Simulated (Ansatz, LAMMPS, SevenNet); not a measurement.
Lattice constant a of hcp Ti: levels of theory against measurement

Reference value: 2.950 Å (measured, 293 K, no zero-point or thermal correction; as tabulated in Wikipedia's data pages).

```
level (code)              value (Å)
------------------------  ---------
COMB comb3 (LAMMPS)           2.929
SevenNet-l3i5 (SevenNet)          ?
LDA (Ansatz)                  2.864
PBE (Ansatz)                  2.939
PBE-D3(BJ) (Ansatz)               ?
PBE-D4 (Ansatz)               2.923
rVV10 (Ansatz)                2.939
r²SCAN (Ansatz)                   ?
r²SCAN-D4 (Ansatz)            2.931
r²SCAN+rVV10 (Ansatz)         2.928
HSE06 (Ansatz)                2.924
PBE0 (Ansatz)                     ?
```

Problem. Complete the blanks.

Solution. 
- SevenNet-l3i5 (SevenNet), value (Å): 2.946
- PBE-D3(BJ) (Ansatz, an electronic-structure program), value (Å): 2.887
- r²SCAN (Ansatz), value (Å): 2.936
- PBE0 (Ansatz), value (Å): 2.921

Differences against the reference: COMB comb3 -0.71 %, SevenNet-l3i5 -0.14 %, LDA -2.92 %, PBE -0.37 %, PBE-D3(BJ) -2.14 %, PBE-D4 -0.92 %, rVV10 -0.37 %, r²SCAN -0.47 %, r²SCAN-D4 -0.64 %, r²SCAN+rVV10 -0.75 %, HSE06 -0.88 %, PBE0 -0.98 %.

Leaving aside COMB comb3, which can be fitted to such values or carry a doubt: The reference is not for a static lattice or low temperature, so close values are not ranked against it. Off by more than 1.25 % (a bound picked here): LDA (-2.92 %), PBE-D3(BJ) (-2.14 %).

The measured value isn't corrected to a static lattice, so vibrations enter the comparison. A static lattice is as a rule a little smaller than the measured one.  Cutoffs and k meshes differ between the levels. Ansatz's density-functional and Hartree–Fock values are scalar-relativistic unless marked +SOC, with PAW data made under PBE.

Empirical potentials (COMB comb3) are fitted to chosen data, which need not cover the solid at hand: agreement can be built in, and what lay outside the fit can be far off. Machine-learned potentials (SevenNet-l3i5) are trained on DFT data, which may include these solids.

Differences are worked out from the printed values.
